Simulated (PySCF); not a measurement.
hydrogen chloride (ClH), SMILES Cl.

Coordinates come from a B3LYP-D3(BJ)/def2-TZVPD optimisation.

Two levels are set side by side: TDA-PBE/def2-TZVPD (PySCF) and TDA-CAM-B3LYP/def2-TZVPD (PySCF). Vertical, same geometry. The lowest singlet is HOMO→LUMO 99 % with PBE and HOMO−1→LUMO 91 % with the other functional; states are paired by order. Differences are taken from unrounded values.

```tsv
quantity	TDA-CAM-B3LYP
lowest singlet excitation (eV)	7.60
lowest triplet excitation (TDA) (eV)	6.94
first bright state (f over 0.05) (eV)	9.83
its oscillator strength	0.13
```

### Question
What does TDA-PBE give, and how far is it from TDA-CAM-B3LYP? (Estimate from the structure and the level; the computed values follow.)

### Answer

```tsv
quantity	TDA-PBE	TDA-PBE minus TDA-CAM-B3LYP
lowest singlet excitation (eV)	7.28	-0.31
lowest triplet excitation (TDA) (eV)	6.70	-0.24
first bright state (f over 0.05) (eV)	9.51	-0.32
its oscillator strength	0.14	0.01
```

Functionals without exact exchange tend to place singlet excitations lower, as here. Differences between two approximate levels are no errors against the true value.

Rough cost on one machine, each run with all the roots and properties that it gave: TDA-CAM-B3LYP against TDA-PBE within a factor of 2.
